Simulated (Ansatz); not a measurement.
**BH, triplet: the ladder up to full CI**

Geometry: a PBE0/def2-TZVP stationary point for this spin.

| atom | x (Å) | y (Å) | z (Å) |
| --- | --- | --- | --- |
| B | 0.0000 | 0.0000 | 0.0000 |
| H | 0.0000 | 0.0000 | 1.1940 |

Basis cc-pVQZ; Ansatz 0.2.0. Only valence electrons are correlated (noble-gas cores frozen), which leaves 4 electrons in 84 orbitals. Prefix R: restricted or restricted open-shell reference; prefix U: unrestricted. Active spaces: valence = (4e, 5o) chosen from the atoms' valence shells.

Full CI is exact within this basis and frozen core; it isn't the basis-set limit. The frozen core follows each run's orbitals, which can shift R against U totals by a few meV.

* UHF ⟨S²⟩: 2.003
* T1 diagnostic (RCCSD): 0.0233
* largest doubles amplitude (RCCSD): 0.042
* T1 diagnostic (UCCSD): 0.0193

```csv
level,E − E(RHF) (eV)
UHF,-0.0339
RMP2,-1.4948
UMP2,-1.4977
RCCSD,-1.8547
UCCSD,-1.8559
RCCSD(T),-1.8973
UCCSD(T),-1.8980
```

**Question.** Estimate how far full CI in cc-pVQZ lies from RCCSD(T). The table doesn't fix it; the size of (T) and the diagnostics are the guide.

**Answer.** Full CI in cc-pVQZ lies 0.27 kcal/mol below RCCSD(T), which is 27 % of the (T) step (-0.98 kcal/mol). The diagnostics give no warning, yet the rest is a sizeable part of (T).

The other levels:

```tsv
level	E − E(full CI) (kcal/mol)	share of correlation (%)	wall time
BCCD(T)	0.26	99.41	4.8 s
RCCSDT	0.01	99.98	–
UCCSDT	-0.01	100.02	–
RCCSDT(Q)	0.00	100.00	88 s
UCCSDT(Q)	-0.02	100.04	87 s
CASSCF (valence space)	29.48	33.03	–
NEVPT2 (valence space)	8.56	80.55	2.6 s
```

The correlation energy at full CI, counted from RHF, is -1.909 eV. That run took 73 s on 1 thread of Arm Neoverse N1, shared host over 3,037,760 determinants.

Times hold each run's SCF and search for its determinant on a shared host, so for small cases they say little of a method's own cost; they ran on 1 thread of Arm Neoverse N1.

The full-CI state has the irrep B1 of C2v, in the program's axes (one component, if the state is degenerate).

Natural occupations of full CI about the gap: 1.946 0.990 0.988 0.019 0.018 0.007 0.007 0.005 0.004 0.004; effectively unpaired electrons, Σ n²(2−n)², 2.01.
